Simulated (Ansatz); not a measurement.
**[BH4]− (SMILES [H][B-]([H])([H])[H]): r2SCAN/3-21G**

What is the energy change on altering one bond length of [BH4]− at r2SCAN/3-21G? 

The results are computed with Ansatz 0.2.0.

**1. The molecule**

[BH4]− has 5 atoms, charge -1, and is taken as a singlet. SMILES: `[H][B-]([H])([H])[H]`. Geometry: relaxed at GFN2-xTB.

Bond lengths: B1–H2 1.229 Å, B1–H3 1.229 Å, B1–H4 1.229 Å, B1–H5 1.229 Å. Angles: H2–B1–H3 109.5°, H2–B1–H4 109.5°, H2–B1–H5 109.5°, H3–B1–H4 109.5°, H3–B1–H5 109.5°, H4–B1–H5 109.5°.

**2. The energy at r2SCAN/3-21G**

Input file in.yaml:

```yaml
crystal:
  periodic: [false, false, false]
  atoms:
    - symbol: B
      position_ang: [0.000000, -0.000190, -0.000050]
    - symbol: H
      position_ang: [0.011880, -0.020580, 1.229120]
    - symbol: H
      position_ang: [1.154650, 0.011840, -0.420810]
    - symbol: H
      position_ang: [-0.587600, 1.007810, -0.387560]
    - symbol: H
      position_ang: [-0.578930, -0.998880, -0.420690]
basis:
  gaussian:
    orbitals: 3-21G.json
total_charge: -1
magnetization:
  spin_polarized: false
  initial_magnetization: 0
hamiltonian:
  xc: r2scan
accuracy: high
```

The basis set 3-21G is read from a file made from the Basis Set Exchange's data (not shown).

Started as:

```bash
$ ansatz run in.yaml --threads 1 --pin off --max-ram 2610MiB --events-out events.jsonl --progress --plain --runs-dir runs
```

Output:

```text
Warning: RAYON_NUM_THREADS=1 ignored (pool sized by the plan → 1); use --threads N
Functional definition: r2SCAN
  name "r2SCAN"
  parameter k0 = 0.174
  parameter k1 = 0.065
  parameter a1 = 4.9479
  exchange = r2scan_x(k0 = k0, k1 = k1, a1 = a1)
  correlation = r2scan_c
342 factors; integrals over basis functions are off by at most 5.4e-9 eV
mean field evaluation 1: about -736.2712 eV, gradient 7.5e0 eV
mean field evaluation 2: about -736.3371 eV, gradient 6.3e0 eV
mean field evaluation 4: about -736.4674 eV, gradient 4.5e-3 eV
mean field evaluation 8: about -736.4375 eV, gradient 1.1e-4 eV
mean field -736.43753228 eV, -27.0635801361 hartree, gradient 3.1e-8 eV, S^2 0.000000; 0 other end points of the search recorded, 0 dependent functions left out
reference -736.43753267 eV, -27.0635801503 hartree; 5, 5 occupied and 12, 12 virtual orbitals, 342 factors
Total energy: -736.43753267 eV, -27.0635801503 hartree
```

Run time: 1.2 s. Hardware: 1 thread of Arm Neoverse V2, shared host; peak memory 0.11 GiB.

**3. The distorted shape at the same level**

Input file molecule.yaml:

```yaml
crystal:
  periodic: [false, false, false]
  atoms:
    - symbol: B
      position_ang: [-0.288635, -0.003197, 0.105130]
    - symbol: H
      position_ang: [-0.276755, -0.023587, 1.334300]
    - symbol: H
      position_ang: [1.154650, 0.011840, -0.420810]
    - symbol: H
      position_ang: [-0.876235, 1.004803, -0.282380]
    - symbol: H
      position_ang: [-0.867565, -1.001887, -0.315510]
basis:
  gaussian:
    orbitals: 3-21G.json
total_charge: -1
accuracy: high
hamiltonian:
  xc: r2scan
```

The basis set 3-21G is read from a file made from the Basis Set Exchange's data (not shown).

Started as:

```bash
$ ansatz run molecule.yaml --threads 1 --pin off --max-ram 2610MiB --events-out events.jsonl --progress --plain --runs-dir runs
```

Output, shortened:

```text
Warning: RAYON_NUM_THREADS=1 ignored (pool sized by the plan → 1); use --threads N
[... 7 set-up lines as earlier in the session ...]
342 factors; integrals over basis functions are off by at most 7.2e-9 eV
mean field evaluation 1: about -735.8879 eV, gradient 4.8e0 eV
mean field evaluation 2: about -735.9378 eV, gradient 3.1e0 eV
mean field evaluation 4: about -735.9703 eV, gradient 6.4e-2 eV
mean field evaluation 8: about -735.9411 eV, gradient 1.2e-3 eV
mean field evaluation 16: about -735.9411 eV, gradient 4.2e-9 eV
mean field -735.94105915 eV, -27.0453350851 hartree, gradient 4.2e-9 eV, S^2 0.000000; 0 other end points of the search recorded, 0 dependent functions left out
reference -735.94105954 eV, -27.0453350995 hartree; 5, 5 occupied and 12, 12 virtual orbitals, 342 factors
Total energy: -735.94105954 eV, -27.0453350995 hartree
```

Run time: 1.2 s. Hardware: 1 thread of Arm Neoverse V2, shared host; peak memory 0.12 GiB.

**4. Summary of results**

Level: r2SCAN/3-21G.

| quantity | value |
| --- | --- |
| first shape: total energy | -27.06358 Eh |
| distorted shape: total energy | -27.04534 Eh |
| energy change with the B1–H3 bond stretched from 1.229 to 1.536 Å | 0.496 eV |

What this shows: With the B1–H3 bond stretched from 1.229 to 1.536 Å the energy rises by 0.50 eV (47.9 kJ/mol). The first shape isn't relaxed at this level, so the change isn't measured from a minimum.
